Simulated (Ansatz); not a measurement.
Input for Ansatz (development build ahead of 0.2.0):

```yaml
crystal:
  periodic: [false, false, false]
  atoms:
    - { symbol: O, position_ang: [0.0, 0.0, 0.0] }
    - { symbol: H, position_ang: [0.0, 3.0, 0.0] }
    - { symbol: H, position_ang: [0.0, -3.0, 0.0] }
basis:
  gaussian: { orbitals: pcseg-2 }
magnetization:
  initial_magnetization: 2
hamiltonian:
  xc: pbe0
```

The input is written out in the form of the current development build from the run's settings.

The run gave:

```
Converged                       : yes
Total energy                    : -75.92048 hartree
Spin squared of the determinant : 2.000
Stability test                  : minimum among restricted orbitals
```

Caution: stretched shape with no unrestricted run beside it, a lower state can exist; charge can spread falsely over distant fragments; other spin multiplicities may lie lower.
